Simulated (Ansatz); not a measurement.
The input, for Ansatz 0.2.0:

```yaml
crystal:
  periodic: [false, false, false]
  atoms:
    - {symbol: Zr, position_ang: [0.000000, 0.000000, 0.000000]}
    - {symbol: O, position_ang: [0.000000, 0.000000, 1.723000]}
basis:
  gaussian: {orbitals: def2-TZVPP}
magnetization: {spin_polarized: false, initial_magnetization: 4}
correlation: {method: ccsdt_q, electrons: outside_noble_gas}
```

```sh
$ ansatz run in.yaml --threads 2 --pin off --events-out ev --progress --plain --max-ram 24576MiB --backend cuda --devices 0, --max-vram 18GiB
```

The program prints:

```
1067 factors; integrals over basis functions are off by at most 1.9e-7 eV
mean field evaluation 1: about -3299.1606 eV, gradient 2.1e1 eV
mean field evaluation 2: about -3299.1678 eV, gradient 2.1e1 eV
mean field evaluation 4: about -3300.6684 eV, gradient 2.3e0 eV
mean field evaluation 8: about -3300.6908 eV, gradient 9.2e-4 eV
mean field evaluation 16: about -3300.7133 eV, gradient 5.7e-1 eV
mean field evaluation 32: about -3299.9574 eV, gradient 1.7e1 eV
mean field evaluation 64: about -3300.6252 eV, gradient 1.6e-2 eV
mean field evaluation 96: about -3300.2999 eV, gradient 1.1e-2 eV
mean field evaluation 128: about -3300.6641 eV, gradient 1.1e0 eV
mean field evaluation 160: about -3300.4025 eV, gradient 8.7e-1 eV
...
cycle  30  -7.43478384 eV  change    4.2e-7 eV  update   4.0e-6
cycle  31  -7.43478382 eV  change    2.3e-8 eV  update   3.5e-6
cycle  32  -7.43478371 eV  change    1.1e-7 eV  update   2.8e-6
cycle  33  -7.43478424 eV  change   -5.3e-7 eV  update   2.2e-6
cycle  34  -7.43478481 eV  change   -5.7e-7 eV  update   1.8e-6
cycle  35  -7.43478528 eV  change   -4.7e-7 eV  update   1.4e-6
cycle  36  -7.43478620 eV  change   -9.2e-7 eV  update   1.1e-6
cycle  37  -7.43478630 eV  change   -9.6e-8 eV  update   8.5e-7
cycle  38  -7.43478686 eV  change   -5.7e-7 eV  update   6.3e-7
cycle  39  -7.43478711 eV  change   -2.5e-7 eV  update   4.4e-7
perturbative correction -0.00903740 eV, -0.0003321184 hartree
Total energy: -3308.13466917 eV, -121.5717067579 hartree
```

Ran on 2 threads of AMD EPYC 7R13 with a shared H100 80 GB, shared host: 51 s wall, 0.97 GiB peak host memory.
